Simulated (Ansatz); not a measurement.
fcc Ir was calculated with r²SCAN (Ansatz, a quantum-chemistry and plane-wave program, PAW).

Run with plane-wave cutoff 500 eV, 24×24×1 k mesh (along the axes of the cell as run), Fermi–Dirac smearing 0.1 eV, scalar-relativistic PAW data made under PBE.

Problem. Estimate the surface energy of the (111) face and work function of the (111) face that the calculation returns.

Solution. 
surface energy of the (111) face: 2.54 J/m²
work function of the (111) face: 5.53 eV

The slab of 6 atoms is relaxed and unreconstructed.

Spin–orbit coupling is not included.

It cost about 4 core-minutes (a rough figure) of CPU time.
